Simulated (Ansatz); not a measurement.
Results of PBE (PAW; Ansatz, a program for electronic structure) for hcp Be.

Settings: plane-wave cutoff 520 eV, 30×30×16 k mesh (along the axes of the cell as run), Fermi–Dirac smearing 0.05 eV, scalar-relativistic PAW data made under PBE.

Response to compression and expansion:

Shape and atoms are relaxed at each volume.

```json
[
 {"V (Å³/atom)": "7.593", "P (GPa)": "5.37", "c (Å)": "3.518", "a (Å)": "2.233"},
 {"V (Å³/atom)": "7.751", "P (GPa)": "2.57", "c (Å)": "3.540", "a (Å)": "2.249"},
 {"V (Å³/atom)": "7.909", "P (GPa)": "0.00", "c (Å)": "3.562", "a (Å)": "2.264"},
 {"V (Å³/atom)": "8.067", "P (GPa)": "-2.35", "c (Å)": "3.583", "a (Å)": "2.280"},
 {"V (Å³/atom)": "8.225", "P (GPa)": "-4.51", "c (Å)": "3.604", "a (Å)": "2.296"}
]
```
